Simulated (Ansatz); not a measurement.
# NaNH₂: a ladder of functionals and wavefunction methods

One table from this session's results is given with a row withheld; the runs are named, their logs left out.

The runs use Ansatz 0.2.0, Gaussian basis; functionals in def2-TZVPP, the program's frozen cores in correlated methods.

The runs, in order: LDA (SPW92), PBE-D4, revPBE-D4, BLYP-D4, r2SCAN-D4, B97M-V, PBE0-D4, B3LYP-D4, r2SCANh-D4, r2SCAN0-D4, HSE06-D4, BHLYP-D4, CAM-B3LYP-D4, LC-ωPBE, ωB97X-V, ωB97M-V, B2PLYP, PBE-QIDH; CCSD(T)/def2-SVP; CCSD(T)/def2-TZVPP; CCSD(T)/def2-QZVPP; extrapolation to the limit; RPA on PBE.

**The geometry**

All runs share one geometry, relaxed beforehand with PBE0-D4 in a triple-zeta def2 set.

SMILES `[NH2][Na]`, 4 atoms, charge 0, spin multiplicity 1.

Atoms are counted from 1 here; the program's logs count them from 0.

Bond lengths: N1–Na2 2.077 Å, N1–H3 1.014 Å, N1–H4 1.014 Å. Angles: Na2–N1–H3 126.9°, Na2–N1–H4 126.9°, H3–N1–H4 104.6°.

Set-up of the first run:

File in.yaml:

```yaml
crystal:
  periodic: [false, false, false]
  atoms:
    - {symbol: N, position_ang: [-0.188622, 0.052310, -0.066187]}
    - {symbol: Na, position_ang: [1.635829, -0.199817, 0.892948]}
    - {symbol: H, position_ang: [-1.024535, -0.509182, 0.056513]}
    - {symbol: H, position_ang: [-0.367172, 0.596389, -0.903574]}
basis:
  gaussian: {orbitals: def2-TZVPP}
hamiltonian: {xc: lda}
output: {orbitals: {seedname: orbitals}}
```

Launch:

```bash
ansatz run in.yaml --threads 2 --pin off --events-out ev --progress --plain --max-ram 32768MiB --backend cpu
```

Steps of the session up to this table: LDA; PBE-D4 (GGA); revPBE-D4 (GGA); BLYP-D4 (GGA); r2SCAN-D4 (meta-GGA); B97M-V (meta-GGA); B3LYP-D4 (hybrid); r2SCANh-D4 (hybrid); r2SCAN0-D4 (hybrid); HSE06-D4 (hybrid); BHLYP-D4 (hybrid); CAM-B3LYP-D4 (range-separated); LC-ωPBE (range-separated); ωB97X-V (range-separated); ωB97M-V (range-separated); B2PLYP (double hybrid); PBE-QIDH (double hybrid).

One table of the session follows, with a row left open; its other results are not shown here.

It belongs to the step «Frontier levels by functional». 

| functional | HOMO (eV) | LUMO (eV) | gap (eV) |
| --- | --- | --- | --- |
| LDA (SPW92) | -2.98 | -1.77 | 1.22 |
| PBE-D4 | -2.84 | -1.85 | 0.99 |
| revPBE-D4 | -2.79 | -1.88 | 0.90 |
| BLYP-D4 | -2.80 | -1.91 | 0.89 |
| r2SCAN-D4 | -2.89 | -1.21 | 1.69 |
| B97M-V | -2.98 | -1.70 | 1.27 |
| PBE0-D4 | -3.95 | -1.29 | 2.67 |
| B3LYP-D4 | -3.81 | -1.57 | 2.24 |
| r2SCANh-D4 | ? | ? | ? |
| r2SCAN0-D4 | -4.05 | -0.90 | 3.14 |
| HSE06-D4 | -3.55 | -1.58 | 1.97 |
| BHLYP-D4 | -5.13 | -1.00 | 4.13 |
| CAM-B3LYP-D4 | -5.39 | -0.85 | 4.54 |
| LC-ωPBE | -6.69 | -0.14 | 6.56 |
| ωB97X-V | -6.33 | -0.10 | 6.22 |
| ωB97M-V | -6.30 | -0.65 | 5.65 |

Q: Estimate the row for r2SCANh-D4 from the others.

Worked estimate for «HOMO (eV)». Against the share of exact exchange, r2SCAN-D4 (0, -2.89), r2SCAN0-D4 (0.25, -4.05) give a slope of -4.64 per unit share; at 0.1 the line stands at -3.35.

**Answer.** HOMO (eV): -3.35; LUMO (eV): -1.08; gap (eV): 2.27. In «HOMO (eV)» the line misses by 0.00.
